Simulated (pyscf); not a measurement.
This saddle point was located with ωB97X-D3(BJ)/def2-SVP in PySCF.

```
W
F 1 1.8473
F 1 1.8483 2 100.22
F 1 1.8549 2 82.24 3 -79.03
F 1 1.8551 2 116.93 4 -71.56
F 1 1.8578 2 148.38 4 171.38
S 1 2.5290 2 75.01 4 -138.50
H 7 1.3480 1 96.33 2 -176.98
H 7 1.7059 8 98.61 6 -60.66
Cl 9 1.4705 7 141.95 8 96.95
```

Surface: singlet, charge 0. Lowest wavenumbers (cm⁻¹): 531i, 92, 125, 189, 198.

Name the species on either side of this saddle.

F–W(F)(F)(F)(F)–SH + HCl ⇌ H₂S + F–W(F)(F)(F)(F)–Cl, a four-centre exchange read from left to right: S–W, Cl–H broken and H–S, Cl–W formed. At ωB97M-D3(BJ)/def2-TZVP it lies +17.7 kcal/mol from the left side and +27.9 kcal/mol from the right (each side as separated species at their lowest minima found). On the product side the descent ends in an adduct with a S–W contact, 6.9 kcal/mol over the separated species and 17.7 kcal/mol under the saddle at ωB97X-D3(BJ)/def2-TZVP. What is counted as broken (S–W) persists as a longer contact in the product adduct; parting that adduct is a step of its own. This is the saddle that the search found; another between the same sides may lie lower. Elements past Kr carry the def2 core potentials, without spin-orbit coupling.
